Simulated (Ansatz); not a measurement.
**SiH₃F + CH₃ radical: a complex and its separated parts**

Aim: how far the complex at one end of a reaction step lies below its separated, relaxed parts, level by level.

The runs use Ansatz 0.2.0, Gaussian basis; PBE0-D4/def2-TZVP structures, single points in def2-TZVPP, no counterpoise correction.

Levels: SPW92, PBE-D4, BLYP-D4, r2SCAN-D4, B97M-V, PBE0-D4, B3LYP-D4, r2SCAN0-D4, BHLYP-D4, CAM-B3LYP-D4, wB97X-V, wB97M-V, B2PLYP, PBE-QIDH, RPA on PBE, Hartree-Fock, MP2, CCSD, CCSD(T).

Cores are frozen in the correlated methods. Orbitals are unrestricted. B3LYP uses VWN-RPA correlation. B2PLYP carries no dispersion term here.

## 1. The starting structure

The complex: 9 atoms, charge 0, spin multiplicity 2.

Atoms are counted from 1 here; the program's logs count them from 0.

Bond lengths: H1–Si2 1.481 Å, Si2–F3 1.602 Å, Si2–H5 1.482 Å, Si2–H6 1.482 Å, C4–H7 1.080 Å, C4–H8 1.080 Å, C4–H9 1.080 Å. Angles: H1–Si2–F3 108.4°, H1–Si2–H5 110.8°, H1–Si2–H6 110.8°, F3–Si2–H5 108.1°, F3–Si2–H6 108.1°, H5–Si2–H6 110.6°, H7–C4–H8 120.1°, H7–C4–H9 119.7°, H8–C4–H9 120.1°.

Coordinates:

| atom | x (Å) | y (Å) | z (Å) |
| --- | --- | --- | --- |
| H1 | 0.3897 | 0.2993 | 1.4032 |
| Si2 | -0.4932 | 1.4327 | 1.0446 |
| F3 | -1.0249 | 1.2079 | -0.4500 |
| C4 | 0.6356 | -1.7834 | -1.2535 |
| H5 | 0.2534 | 2.7122 | 1.0796 |
| H6 | -1.6678 | 1.4898 | 1.9464 |
| H7 | 0.2440 | -2.6818 | -0.7988 |
| H8 | -0.0224 | -0.9549 | -1.4712 |
| H9 | 1.6856 | -1.7217 | -1.5005 |

Its parts: SiH₃F holds atoms 1, 2, 3, 5, 6; CH₃ radical holds atoms 4, 7, 8, 9. Each part counts its atoms afresh in its own runs.

## 2. Relaxing SiH₃F alone

Input file relax-a/in.yaml:

```yaml
crystal:
  periodic: [false, false, false]
  atoms:
    - {symbol: H, position_ang: [0.389707, 0.299291, 1.403239]}
    - {symbol: Si, position_ang: [-0.493207, 1.432660, 1.044648]}
    - {symbol: F, position_ang: [-1.024933, 1.207910, -0.450037]}
    - {symbol: H, position_ang: [0.253399, 2.712228, 1.079636]}
    - {symbol: H, position_ang: [-1.667753, 1.489762, 1.946420]}
basis:
  gaussian: {orbitals: def2-TZVP}
hamiltonian: {xc: pbe0, dispersion: d4}
relax: {f_tol: 0.005, max_steps: 200}
```

No record of the launch command was kept for these runs.

After this run come: Relaxing CH₃ radical alone; wB97M-V/def2-TZVPP; CCSD(T)/def2-TZVPP; Vibrations of SiH₃F; Vibrations of CH₃ radical.

Before running it: what results should come out? Wanted: complex less parts, CCSD(T)/def2-TZVPP; with zero-point energy; largest T1 diagnostic.

The runs gave:

| quantity | value |
| --- | --- |
| complex less parts, CCSD(T)/def2-TZVPP | -3.2 kJ/mol |
| with zero-point energy | -1.1 kJ/mol |
| largest T1 diagnostic | 0.011 |

What this shows: At CCSD(T) the complex lies 3.2 kJ/mol below its parts. The functionals run from r2SCAN0-D4, off by -0.7 kJ/mol, to SPW92, off by -4.8 kJ/mol, against CCSD(T). r2SCAN-D4 is as near within the digits shown. Mean unsigned error by rung: LDA 4.8, GGA 1.9, meta-GGA 1.0, hybrid 1.4, range-separated hybrid 1.2, double hybrid 1.2 kJ/mol. PBE-D4 gives a relative energy 2.5 kJ/mol too low, an error of 79 % of the reference. The complex's frequency run has imaginary modes: the structure is no minimum, so both the energy and the zero-point correction are in doubt. No counterpoise was applied, and triple zeta lacks some correlation, so the CCSD(T) reference has a basis error of its own, and close matches with it are partly luck.
